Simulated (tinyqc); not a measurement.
Hueckel theory of the pi electrons, for the molecule c1c[cH-]nc1 (SMILES; centres numbered as the heavy atoms are written), step by step. One step of it, computed by the program tinyqc.

Task: Orbitals. Diagonalise; E = alpha + x beta with beta < 0, so the largest x are filled first; degenerate levels share their electrons. P = sum n_i c_ri c_si; each orbital has its largest coefficient positive (the first on a tie).

Hueckel matrix in units of beta (H = alpha + beta A), order 1C, 2C, 3C, 4N, 5C:
```
[[0.000000, 1.000000, 0.000000, 0.000000, 1.000000],
 [1.000000, 0.000000, 1.000000, 0.000000, 0.000000],
 [0.000000, 1.000000, 0.000000, 1.000000, 0.000000],
 [0.000000, 0.000000, 1.000000, 0.540000, 1.000000],
 [1.000000, 0.000000, 0.000000, 1.000000, 0.000000]]
```

pi electrons, sum of z_r less the charge = 6

Give: x values; occupations; coefficients; charge and bond-order matrix P.

Result:

x values: [2.1350, 0.8331, 0.6180, -1.4281, -1.6180]

occupations: [2.0000, 2.0000, 2.0000, 0.0000, 0.0000]

coefficients, order 1C, 2C, 3C, 4N, 5C:
```
[[0.3892, -0.5461, -0.3717, 0.2243, 0.6015],
 [0.3892, -0.5461, 0.3717, 0.2243, -0.6015],
 [0.4417, 0.0912, 0.6015, -0.5446, 0.3717],
 [0.5539, 0.6220, 0.0000, 0.5534, 0.0000],
 [0.4417, 0.0912, -0.6015, -0.5446, -0.3717]]
```

charge and bond-order matrix P, order 1C, 2C, 3C, 4N, 5C:
```
[[1.1758, 0.6230, -0.2029, -0.2482, 0.6915],
 [0.6230, 1.1758, 0.6915, -0.2482, -0.2029],
 [-0.2029, 0.6915, 1.1305, 0.6028, -0.3167],
 [-0.2482, -0.2482, 0.6028, 1.3875, 0.6028],
 [0.6915, -0.2029, -0.3167, 0.6028, 1.1305]]
```
